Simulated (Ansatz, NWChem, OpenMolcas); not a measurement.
# Errors in the dipole moment

6 molecules with oxygen; the dipole moment in D, computed less measured. Shapes, held fixed at every level: PBE0-D4/def2-TZVP. No vibrational averaging. Dipoles are compared by magnitude; molecules under 1 D, whose direction can flip, are left out. Programs: Ansatz 0.2.0, NWChem 7.3.0, OpenMolcas 26.06. Measured values: NIST CCCBDB.

Levels: A = B3LYP/6-31G* (spherical functions); B = PBE0/def2-SVP; C = wB97M-V/def2-TZVPP.

| molecule | measured | A | B | C |
| --- | --- | --- | --- | --- |
| HOF (SMILES OF) | 2.23 | -0.26 | -0.21 | -0.27 |
| SO2 (sulfur dioxide) | 1.63 | +0.08 | +0.12 | +0.17 |
| H2CO (formaldehyde) | 2.33 | -0.19 | -0.14 | 0.00 |
| CHFO (formyl fluoride) | 2.02 | -0.05 | -0.01 | +0.09 |
| SO2F2 (sulfuryl fluoride) | 1.12 | +0.06 | -0.08 | +0.04 |
| C3H3NO (oxazole) | 1.50 | +0.05 | +0.05 | +0.07 |

Problem. Sum up the errors.

Solution. 
| level | kind | mean error | mean absolute error | worst case |
| --- | --- | --- | --- | --- |
| B3LYP/6-31G* (spherical functions) | global hybrid | -0.052 | 0.115 | HOF |
| PBE0/def2-SVP | global hybrid | -0.045 | 0.102 | HOF |
| wB97M-V/def2-TZVPP | range-separated hybrid | +0.017 | 0.107 | HOF |

On this set PBE0/def2-SVP has the smallest mean absolute error and B3LYP/6-31G* (spherical functions) the largest. PBE0/def2-SVP is too low in 4 of 6; wB97M-V/def2-TZVPP is too high in 4 of 6. All levels miss HOF on one side, which points to its shape or to the tabulated value. The levels differ in basis as well as in method. The tabulated value of HOF is in doubt (older tables, estimates, or at odds with other calculations) and kept here. Over the 5 molecules whose values aren't doubted the mean absolute errors are A 0.086; B 0.080; C 0.074. The smallest two are near a tie. The largest two are near a tie. The set is small.
